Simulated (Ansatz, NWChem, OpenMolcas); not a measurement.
**SiO (SMILES O=[Si]): methods side by side**

SiO: 2 atoms, total charge 0, spin state singlet. SMILES: `O=[Si]`. Geometry: relaxed at PBE0-D4/def2-TZVP.

```xyz
2

O    -0.6407    0.2315   -0.3240
Si    0.6407   -0.2315    0.3240
```

Each level gives the vertical ionisation energy (to the doublet cation) (eV). The values are calculated.

```tsv
level	kind	program	value (eV)	CPU time (all runs)
BLYP/def2-TZVPPD	GGA	NWChem	11.22	51 s
r2SCAN/def2-TZVPPD	meta-GGA	NWChem	11.34	60 s
r2SCAN0/def2-TZVPPD	hybrid meta-GGA	Ansatz	11.41	30 s
wB97M-V/def2-TZVPPD	range-separated hybrid	Ansatz	11.52	55 s
PBE-QIDH/def2-TZVPPD	double hybrid	Ansatz	12.00	20 s
RPA@PBE/def2-TZVPPD	RPA	Ansatz	11.55	12 s
MP2/def2-TZVPPD	perturbation theory	Ansatz	12.48	8.4 s
CCSD/def2-TZVPPD	coupled cluster or CI	Ansatz	11.84	19 s
FCI/STO-3G, open shells restricted	exact in the basis	OpenMolcas	6.96	3.3 s
```

The values span 6.96 to 12.48 eV. High-level rows in very small sets aren't better than simpler rows in larger ones. Times are those of the runs behind each value, whatever else they computed, on shared processors of several kinds: orders of magnitude only.
